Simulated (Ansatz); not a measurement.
A made-up structure of AlH3ClO (charge +1), closed shell:

O1  (-0.657, 0.113, -0.647)
Al2  (0.633, 0.052, 0.697)
Cl3  (1.402, -1.829, 0.645)
H4  (-0.869, -0.640, -1.221)
H5  (1.812, -0.898, 0.828)
H6  (0.698, 1.427, 1.403)
(Å)

It is relaxed with PBE-D4/def2-SVP and then PBE0-D4/def2-TZVP (Ansatz 0.2.0). Atoms count as bonded within 1.22 times the sum of their covalent radii (H–H: 0.88 Å). The end point is not checked to be a true minimum.

(1) Does its bonding change? (Judge from chemistry; the calculation decides.)

Results:

(1) Computed: Yes. Formed: none; broken: Al2–H5.

Where it ends: The first stage lowers the energy by 5.29 eV in 21 steps. It ends as AlH₃ClO ([OH][AlH][ClH]), total charge +1:
O1  (-0.722, -0.349, -0.758)
Al2  (0.275, 0.225, 0.404)
Cl3  (1.707, -1.620, 0.495)
H4  (-1.500, -0.107, -1.257)
H5  (2.542, -1.239, 1.410)
H6  (0.717, 1.315, 1.412)
(Å)

Labels in which every atom is bracketed show which atoms are joined, not bond orders.

For scale, one of the runs: PBE0-D4/def2-TZVP relaxation, 123 basis functions, launched by `ansatz run in.yaml --threads 2 --pin off --events-out ev --progress --plain --max-ram 4352MiB`. Hardware: 2 CPU threads of an Arm Neoverse V2, shared host. Wall time about 11 s.
